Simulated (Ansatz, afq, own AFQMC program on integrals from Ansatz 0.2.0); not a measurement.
Integrals from Ansatz 0.2.0, then the random walk in our own AFQMC program (afq).

```yaml
crystal:
  periodic: [false, false, false]
  atoms:
    - {symbol: B, position_ang: [0.000000, 0.024631, 0.707241]}
    - {symbol: N, position_ang: [0.000000, -0.043245, -0.619792]}
    - {symbol: H, position_ang: [0.000000, 1.115161, 1.232352]}
    - {symbol: H, position_ang: [0.000000, -0.969115, 1.385961]}
    - {symbol: H, position_ang: [0.000000, 0.190722, -1.591212]}
basis:
  gaussian: {orbitals: cc-pVDZ}
magnetization: {spin_polarized: true, initial_magnetization: 1}
correlation: {method: ccsd_t, electrons: outside_noble_gas, hamiltonian_folder: ham}
```

```sh
$ ansatz run in.yaml --threads 1 --pin off --events-out ev --progress --plain --max-ram 1843MiB
```

afq runs on the folder ham with

```
--method free --trial cisd --walkers 60 --time-step 0.03 --max-blocks 80 --target-error 0.0004 --factor-cut 1e-05 --seed 6382 --times 0,0.21,0.42,0.81,1.2,1.8,2.4,3 --taylor-order 8
```

Times are imaginary, in 1/Eh. The walk had a cap of 1706 s.

```
orbitals 41  electrons 6 5  factors 322 of 397
reference energy -80.84705710 Eh
CCSD correlation -0.25953025 Eh in 13 cycles, weight of the determinant in the CISD state 0.8816
repeat  energy at the last time / Eh  error
    10  -81.115689  0.001658
    20  -81.116400  0.001251
    30  -81.116301  0.001041
    40  -81.115912  0.000880
    50  -81.115949  0.000792
    60  -81.115874  0.000693
    70  -81.115340  0.000645
    80  -81.114940  0.000618
time / (1/Eh)  energy / Eh  error  mean overlap
  0.00  -81.106903  0.000189  1.1352
  0.21  -81.110674  0.000222  1.1373
  0.42  -81.112417  0.000280  1.1421
  0.81  -81.113935  0.000277  1.1539
  1.20  -81.114040  0.000341  1.1786
  1.80  -81.114326  0.000446  1.1801
  2.40  -81.115422  0.000591  1.1724
  3.00  -81.114940  0.000618  1.1857
energy -81.114940 +/- 0.000618 Eh
```

(1) Estimate how long the walk took on 1 thread of AMD EPYC 9R45 96-Core Processor (Zen 5) (shared host).

The run passed its tests (error under three times the target), which doesn't prove that it has relaxed.

Against this walk (error 16.8 meV) on the same determinant: CCSD(T) 34.4 meV higher, the released energy of a separate walk with a CISD trial 12.8 ± 26.4 meV lower (within the noise). The error is statistical, and a free projection of finite length keeps a remainder of its start.

Cautions: remainder of the start not in the error; error above the target (16.8 against 10.9 meV).

Results:

(1) 3.4 min of wall time.

A walk keeps the symmetry of its determinant, which the program's search chose and which needn't be the lowest solution, so a lower state of the same spin and another symmetry isn't excluded.
